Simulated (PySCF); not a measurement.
## Functional dependence of a UV spectrum

Compound: alpha-epichlorohydrin, C3H5ClO.
Structure used (PBE0-D3(BJ)/def2-SVP), in Å, numbered top down from 1:
```xyz
10
C3H5ClO angstrom
Cl     2.070    0.784    1.078
C      1.208   -0.176   -0.156
C     -0.172    0.370   -0.375
C     -1.312   -0.145    0.379
O     -1.085   -0.529   -0.961
H      1.156   -1.218    0.187
H      1.802   -0.138   -1.079
H     -0.212    1.400   -0.755
H     -2.183    0.500    0.550
H     -1.147   -0.923    1.136
```

Linear-response calculations in the def2-SVPD basis (PySCF; singlets by full response, triplets Tamm–Dancoff, core orbitals frozen in the response; HF means time-dependent Hartree–Fock). 'Strongest' is the level of largest summed f among the singlets computed (10 roots, of which the last may lack a degenerate partner); it can jump between rows when another state enters that window. S1 is the lowest singlet of each run and needn't be the same state throughout; f(S1) is that of one state. Geometry: PBE0-D3(BJ)/def2-SVP, one conformer, isolated molecule.

```
functional                               kind  S1 (eV)  f(S1)  strongest (eV)  T1 (eV)  HOMO (eV)  gap (eV)  ionisation energy, ΔSCF (eV)
       LDA                                LDA     6.04  0.021            7.34     5.78      -6.80      5.89                         10.79
       PBE                                GGA     6.08  0.023            7.31     5.79      -6.68      5.94                         10.60
     B3LYP  global hybrid, 20% exact exchange     6.99  0.020            8.06     6.47      -8.04      8.05                         10.40
      PBE0  global hybrid, 25% exact exchange     7.19  0.017            8.34     6.57      -8.30      8.61                         10.44
 BHandHLYP  global hybrid, 50% exact exchange     7.66  0.004            9.01     6.91      -9.83     10.98                         10.63
 CAM-B3LYP             range-separated hybrid     7.37  0.007            8.67     6.67      -9.75     10.98                         10.73
   wB97X-D             range-separated hybrid     7.43  0.007            8.78     6.77     -10.22     12.27                         10.68
   LC-wPBE             range-separated hybrid     7.63  0.002            9.30     6.82     -11.08     13.47                         10.91
        HF                       Hartree–Fock     8.37  0.003            9.72     7.46     -12.05     14.80                   not settled
```

S1 runs from 6.04 eV (LDA) to 8.37 eV (HF), a spread of 2.33 eV, while the orbital gap spreads over 8.9 eV. Along PBE (0%), B3LYP (20%), PBE0 (25%), BHandHLYP (50%), HF (100%) S1 rises with the share of exact exchange. −ε(HOMO) comes closest to its own ΔSCF ionisation energy with LC-wPBE (+0.17 eV) and misses most with LDA (-3.99 eV). 'Not settled' means that the ion's SCF failed to converge or may have ended in another state than the lowest.
